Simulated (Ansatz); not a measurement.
# How far each method lies from full CI for CH4⁺, doublet

Geometry: that of the CH4, singlet, kept fixed.

```xyz
5

C     0.0000    0.0000    0.0000
H     0.6280    0.6300    0.6292
H    -0.6316   -0.6267    0.6289
H    -0.6266    0.6282   -0.6325
H     0.6301   -0.6314   -0.6257
```

Basis 6-31G; Ansatz 0.2.0. Only valence electrons are correlated (noble-gas cores frozen), which leaves 7 electrons in 16 orbitals. Prefix R: restricted or restricted open-shell reference; prefix U: unrestricted. Active spaces: valence = (7e, 8o) chosen from the atoms' valence shells.

Full CI is exact within this basis and frozen core; it isn't the basis-set limit. The frozen core follows each run's orbitals, which can shift R against U totals by a few meV.

Coupled cluster chose its determinant by a search with trial CCSD, here up to 0.11 eV above the lowest Hartree–Fock solution of its kind, and MP2 stands on that determinant too.

- UHF ⟨S²⟩: 0.755
- T1 diagnostic (RCCSD): 0.0147
- largest doubles amplitude (RCCSD): 0.044

```tsv
level	E − E(determinant under the R cluster runs) (eV)
RMP2	-2.2557
RCCSD	-2.7866
RCCSD(T)	-2.8197
```

Estimate how far full CI in 6-31G lies from RCCSD(T). The table doesn't fix it; the size of (T) and the diagnostics are the guide.

Full CI in 6-31G lies 1.0 kJ/mol below RCCSD(T), which is 31 % of the (T) step (-3.2 kJ/mol). The diagnostics give no warning, yet the rest is a sizeable part of (T).

The other levels:

```
                   level  E − E(full CI) (kJ/mol)  share of correlation (%)  wall time
                 BCCD(T)                      1.0                     99.64     0.72 s
                  RCCSDT                      0.2                     99.91          –
               RCCSDT(Q)                      0.0                     99.99      2.4 s
                 RCCSDTQ                      0.0                    100.00       10 s
  CASSCF (valence space)                     74.1                     72.85          –
  NEVPT2 (valence space)                     17.1                     93.73      1.4 s
  MRCISD (valence space)                      1.5                     99.45          –
MRCISD+Q (valence space)                      0.5                     99.81      2.2 s
```

The correlation energy at full CI, counted from the determinant under the R cluster runs, is -2.830 eV. That run took 2.3 s on 1 thread of INTEL XEON PLATINUM 8581C, shared host over 254,800 determinants.

Run but not shown, since their state, orbitals or frozen core can't be matched to the reference's or they repeat it: RHF, UHF, UMP2, CISD, UCCSD, UCCSD(T), UCCSDT, CISDTQ, UCCSDT(Q), UCCSDTQ.

Times hold each run's SCF and search for its determinant on a shared host, so for small cases they say little of a method's own cost; they ran on 1 thread of INTEL XEON PLATINUM 8581C. Some runs computed forces too.

The full-CI state has the irrep B1 of C2v, in the program's axes (one component, if the state is degenerate).

Natural occupations of full CI about the gap: 1.977 1.970 1.962 0.998 0.023 0.022 0.017 0.012 0.006 0.005; effectively unpaired electrons, Σ n²(2−n)², 1.02.
